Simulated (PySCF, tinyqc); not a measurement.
MP2 on RHF in the sto-3g basis, frozen core, for LiH, spin multiplicity 1, step by step. The lowest restricted solution is unstable here: a spin-polarised one lies 0.0073 hartree lower (PySCF). One step of it, computed by the program tinyqc.

Question. Integrals over molecular orbitals. (pq|rs) = sum C_ip C_jq C_kr C_ls (ij|kl), one index at a time.

coefficients C:
```
               MO1        MO2        MO3       MO4        MO5        MO6
1Li 1s    0.991509  -0.148624  -0.215940  0.000000   0.000000   0.112249
1Li 2s    0.033179   0.506945   0.799617  0.000000   0.000000  -0.496543
1Li 2px   0.000000   0.000000   0.000000  0.227239   0.973839   0.000000
1Li 2py   0.000000   0.000000   0.000000  0.973839  -0.227239   0.000000
1Li 2pz  -0.004357   0.321893  -0.585070  0.000000   0.000000  -0.845422
2H 1s    -0.001758   0.604345  -0.218068  0.000000   0.000000   0.908685
```

core Hamiltonian H = T + V (hartree), lower triangle:
```
            1Li 1s     1Li 2s    1Li 2px    1Li 2py    1Li 2pz      2H 1s
1Li 1s   -4.642229
1Li 2s   -1.041521  -1.332683
1Li 2px   0.000000   0.000000  -1.084097
1Li 2py   0.000000   0.000000   0.000000  -1.084097
1Li 2pz  -0.008210  -0.085690   0.000000   0.000000  -1.148331
2H 1s    -0.069864  -0.371277   0.000000   0.000000  -0.516534  -1.174915
```

Two-electron integrals (ij|kl) in chemists' order, unique and non-zero (hartree):
```
(11|11) 1.680395   (21|11) 0.265420   (21|21) 0.049941   (22|11) 0.397727
(22|21) 0.092860   (22|22) 0.290562   (31|31) 0.008981   (32|31) 0.013788
(32|32) 0.064184   (33|11) 0.396640   (33|21) 0.092880   (33|22) 0.290497
(33|33) 0.312946   (41|41) 0.008981   (42|41) 0.013788   (42|42) 0.064184
(43|43) 0.016869   (44|11) 0.396640   (44|21) 0.092880   (44|22) 0.290497
(44|33) 0.279207   (44|44) 0.312946   (51|51) 0.008981   (52|51) 0.013788
(52|52) 0.064184   (53|53) 0.016869   (54|54) 0.016869   (55|11) 0.396640
(55|21) 0.092880   (55|22) 0.290497   (55|33) 0.279207   (55|44) 0.279207
(55|55) 0.312946   (61|11) 0.016337   (61|21) 0.003116   (61|22) 0.005990
(61|33) 0.005915   (61|44) 0.005915   (61|51) 0.000419   (61|52) 0.000819
(61|55) 0.006144   (61|61) 0.000218   (62|11) 0.072805   (62|21) 0.017368
(62|22) 0.062338   (62|33) 0.058666   (62|44) 0.058666   (62|51) 0.002645
(62|52) 0.019738   (62|55) 0.069626   (62|61) 0.001331   (62|62) 0.027485
(63|31) 0.000970   (63|32) 0.005425   (63|53) 0.002570   (63|63) 0.001374
(64|41) 0.000970   (64|42) 0.005425   (64|54) 0.002570   (64|64) 0.001374
(65|11) 0.101229   (65|21) 0.024281   (65|22) 0.089281   (65|33) 0.083163
(65|44) 0.083163   (65|51) 0.004062   (65|52) 0.030531   (65|55) 0.101435
(65|61) 0.001896   (65|62) 0.042027   (65|65) 0.064600   (66|11) 0.236092
(66|21) 0.056909   (66|22) 0.224694   (66|33) 0.206197   (66|44) 0.206197
(66|51) 0.008166   (66|52) 0.080250   (66|55) 0.261550   (66|61) 0.004378
(66|62) 0.131549   (66|65) 0.206123   (66|66) 0.774606
```

Give: one-electron integrals over orbitals h = C^T H C; Two-electron integrals over orbitals.

Answer.

one-electron integrals over orbitals h = C^T H C (hartree), lower triangle:
```
         1        2        3        4        5        6
1  -4.6334
2   0.0955  -1.2793
3   0.1609   0.0103  -1.0886
4   0.0000   0.0000   0.0000  -1.0841
5   0.0000   0.0000   0.0000   0.0000  -1.0841
6  -0.0522   0.0511   0.0182   0.0000   0.0000  -1.0178
```

Two-electron integrals over orbitals (pq|rs), unique and non-zero (hartree); the lowest 1 orbital is frozen and left out:
```
(22|22) 0.4448    (32|22) -0.0621   (32|32) 0.0240    (33|22) 0.2124
(33|32) 0.0157    (33|33) 0.3259    (42|42) 0.0210    (43|42) 0.0206
(43|43) 0.0414    (44|22) 0.2409    (44|32) 0.0156    (44|33) 0.2789
(44|44) 0.3129    (52|52) 0.0210    (53|52) 0.0206    (53|53) 0.0414
(54|54) 0.0169    (55|22) 0.2409    (55|32) 0.0156    (55|33) 0.2789
(55|44) 0.2792    (55|55) 0.3129    (62|22) 0.1061    (62|32) -0.0472
(62|33) -0.0181   (62|44) -0.0395   (62|55) -0.0395   (62|62) 0.1315
(63|22) -0.0600   (63|32) 0.0198    (63|33) 0.0369    (63|44) 0.0094
(63|55) 0.0094    (63|62) -0.0412   (63|63) 0.0331    (64|42) -0.0181
(64|43) -0.0115   (64|64) 0.0189    (65|52) -0.0181   (65|53) -0.0115
(65|65) 0.0189    (66|22) 0.4157    (66|32) -0.0501   (66|33) 0.2389
(66|44) 0.2566    (66|55) 0.2566    (66|62) 0.0918    (66|63) -0.0469
(66|66) 0.4100
```
